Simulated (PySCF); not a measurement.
**Reproducing measurements on sulfur trioxide**

**The experiment to reproduce.**

From NIST CCCBDB Release 22 (SRD 101), experimental polarizabilities, for the gas: mean polarisability 4.297 Å³.

The results are set against them at the end.

Compound: sulfur trioxide, SO3.
Numbering: `[O:1]=[S:2](=[O:3])=[O:4]`

Geometry (GFN2-xTB, Å), atoms numbered from 1 in this order:
```
atom  x, y, z in Å
O1    -0.706   -1.227   -0.026
S2     0.003    0.001   -0.006
O3    -0.707    1.229   -0.013
O4     1.420    0.002    0.023
```

Runs made with PySCF (gas phase, on this GFN2-xTB geometry; no spin–orbit coupling):

| level | job | basis functions | wall time |
| --- | --- | --- | --- |
| CAM-B3LYP/def2-SVPD | 8 singlets by full TDDFT, 3 Tamm–Dancoff triplets, polarisability | 96 | 2.9 s |

Hardware: one thread of an x86-64 server (shared host).

**Comparison with experiment**

**Mean polarisability.** Measured: 4.297 Å³ (NIST CCCBDB Release 22 (SRD 101), experimental polarizabilities).

```json
{"level": "CAM-B3LYP/def2-SVPD", "computed (Å³)": "4.132", "computed − measured (Å³)": "-0.165", "% (from the printed values)": "-4"}
```

The computed values are static and purely electronic, with core orbitals frozen in the response (1 au = 0.148185 Å³). The table of measured values doesn't say here whether a value is static or optical, or holds a vibrational part.

No measured geometry was used, and the causes of the misses weren't examined.
